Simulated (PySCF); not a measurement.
Gas-phase reaction: SiH₃ + SiF₂ + 3 H → 2 SiH₃F

Method: PySCF energies plus ideal-gas RRHO corrections (1 bar). 'Table' is the NASA 1993 thermochemical table (part measured, part estimated). After a fit of one offset per element over all species, the range-separated, M06-2X, PBE0/def2-QZVP and CCSD(T)/def2-TZVPP enthalpies, where run, lie to one side of the table for SiH₃ (-20 kJ/mol), SiF₂ (-43 kJ/mol), SiH₃F (+16 kJ/mol): a fault of the table's entry, another state or a shared error of the levels is possible; this was not checked at source. † marks an energy on the PBE0/def2-TZVP geometry and frequencies; other levels use their own. CCSD(T) freezes the core. 6-31G* has spherical d functions here. Open shells (unrestricted): SiH₃ (multiplicity 2), H (multiplicity 2); the rest are closed-shell singlets. For this reaction the table lies outside the span of B3LYP, CCSD(T), M06-2X, MP2, PBE0, r2SCAN, ωB97M-V, ωB97X-V in their largest bases here; which side is off was not settled. CCSD(T) isn't extrapolated to the basis-set limit; its ΔH°(298 K) is -890.5 kJ in def2-SVP and -927.4 kJ in def2-TZVPP. The harmonic model lacks anharmonicity and excited electronic states, which grow with temperature; levels with a mode under 35 cm⁻¹ are left out. The table's entry may be an old estimate for SiH₃, SiF₂, SiH₃F (not checked at source).

```
level               ΔH°(298 K), kJ  minus table  ΔG°(800 K), kJ
------------------  --------------  -----------  --------------
table                      -1028.6            -          -745.1
CCSD(T)/def2-SVP†           -890.5        138.1          -606.2
HF/6-31G*                   -754.3        274.3          -468.6
HF/def2-TZVP†               -772.2        256.4          -488.0
PBE0/def2-QZVP†             -900.7        127.9          -616.4
PBE0/def2-TZVP              -900.0        128.6          -615.7
r2SCAN/def2-TZVP†           -918.6        110.0          -634.4
LDA/def2-TZVP†              -970.3         58.3          -686.1
ωB97M-V/def2-TZVP†          -922.1        106.5          -637.9
ωB97X-V/def2-TZVP†          -940.0         88.6          -655.8
```
